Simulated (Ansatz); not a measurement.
Relaxed structures of CH₄ClSi (charge +1), singlet (PBE0-D4/def2-TZVP; forces vanish, vibrations not checked; lower isomers may exist, and structures with a doubtful reference or unclear bonds are left out; Å). Ansatz 0.2.0; basis: def2-TZVPP; cores frozen in the correlated methods.

Question: Rank them by CCSD(T) energy, lowest first, and give each one's height above the lowest. Links in brackets join atoms within 1.22 times the sum of their covalent radii (1.1 for two metals). (Judge from chemistry; the value comes from the calculation.)
A.
CH₄ClSi ([CH3][SiH][Cl]), total charge +1
```
7
angstrom
Si 0.9241 -0.3779 0.2439
C -0.6799 0.3843 -0.0984
Cl 1.1350 -2.3140 0.4498
H -1.4835 -0.3491 -0.1734
H -0.6019 0.9580 -1.0317
H -0.8998 1.1073 0.6985
H 2.1666 0.3973 0.3902
```
B.
CH₄ClSi ([SiH2][CH2][Cl]), total charge +1
```
7
angstrom
Si -0.7469 0.2980 -0.6405
C 0.6152 -0.1042 0.5158
Cl 0.7306 -1.8396 0.7616
H -1.5832 -0.7745 -1.2057
H -1.0185 1.7000 -1.0184
H 0.4458 0.4188 1.4686
H 1.5571 0.3015 0.1186
```
C.
CH₄ClSi ([CH2]1[SiH2][Cl]1), total charge +1
```
7
angstrom
Si -0.8960 0.1073 -0.5658
C 0.8743 -0.3000 -0.2954
Cl -0.0967 -0.9381 1.1752
H -1.7157 -0.8173 -1.3582
H -1.3789 1.4331 -0.1615
H 1.3318 -1.1540 -0.7866
H 1.5700 0.4508 0.0683
```

Answer: By the calculation: A (0.0 kJ/mol), C (143.7 kJ/mol), B (228.2 kJ/mol). Heights count from the lowest.

No T1 diagnostic of these runs exceeds 0.012.

For scale, one of the runs: CCSD(T)/def2-TZVPP, 171 basis functions, launched by `ansatz run in.yaml --threads 2 --pin off --events-out ev --progress --plain --max-ram 4352MiB`. Time: 23 s of wall clock on 2 CPU threads of an Arm Neoverse V1; the host was shared. Peak host memory: 1.3 GiB.
